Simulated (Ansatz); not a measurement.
Reaction (SMILES): O (H2O) → H2O+ (doublet, bonded as O) + e-
B3LYP-D3(BJ)/def2-TZVP geometries, fixed; electronic energies without zero-point terms.
Largest species:
```
O
H 1 0.9627
H 1 0.9627 2 105.24
```

Basis-set convergence of the adiabatic ionisation energy at MP2 with Ansatz (a first-principles code). Cartesian d functions, on some or all atoms, in 6-31G*, 6-31+G*; all else is spherical. Cores are frozen. Open shells are unrestricted. No added dispersion term, no relativity. Functions are those of the species that has most. Reference: Hartree-Fock in aug-cc-pVQZ plus the correlation part extrapolated as X^-3 from aug-cc-pVTZ and aug-cc-pVQZ, 12.902 eV, itself unsure by roughly 0.018 eV (a third of the extrapolation step and of the last Hartree-Fock step). Deviations are taken from unrounded values.

```tsv
basis	functions	adiabatic ionisation energy (eV)
6-31G*	19	12.029
6-31+G*	23	12.348
cc-pVDZ	24	12.013
aug-cc-pVDZ	41	12.612
def2-SVP	24	12.117
def2-SVPD	39	12.645
pcseg-1	24	12.362
aug-pcseg-1	41	12.653
6-311G**	30	12.220
6-311+G**	34	12.504
def2-TZVP	43	12.569
def2-TZVPD	58	12.682
cc-pVTZ	58	12.575
aug-cc-pVTZ	92	12.773
pcseg-2	58	12.710
aug-pcseg-2	92	12.762
def2-TZVPP	59	12.660
def2-TZVPPD	74	12.741
cc-pVQZ	115	12.767
aug-cc-pVQZ	172	12.848
def2-QZVPP	117	12.806
def2-QZVPPD	132	12.826
pcseg-3	126	12.826
aug-pcseg-3	183	12.832
```

What the diffuse functions change, pair by pair:
- 6-31G* to 6-31+G*: 4 more functions, deviation -0.873 to -0.554 eV
- cc-pVDZ to aug-cc-pVDZ: 17 more functions, deviation -0.889 to -0.291 eV
- def2-SVP to def2-SVPD: 15 more functions, deviation -0.785 to -0.258 eV
- pcseg-1 to aug-pcseg-1: 17 more functions, deviation -0.540 to -0.249 eV
- 6-311G** to 6-311+G**: 4 more functions, deviation -0.682 to -0.399 eV
- def2-TZVP to def2-TZVPD: 15 more functions, deviation -0.333 to -0.221 eV
- cc-pVTZ to aug-cc-pVTZ: 34 more functions, deviation -0.327 to -0.129 eV
- pcseg-2 to aug-pcseg-2: 34 more functions, deviation -0.193 to -0.140 eV
- def2-TZVPP to def2-TZVPPD: 15 more functions, deviation -0.242 to -0.161 eV
- cc-pVQZ to aug-cc-pVQZ: 57 more functions, deviation -0.135 to -0.055 eV
- def2-QZVPP to def2-QZVPPD: 15 more functions, deviation -0.097 to -0.077 eV
- pcseg-3 to aug-pcseg-3: 57 more functions, deviation -0.076 to -0.070 eV

Leaving out the reference's own pair, they bring the value nearer the reference by more than 0.018 eV in 10 of 11 pairs.
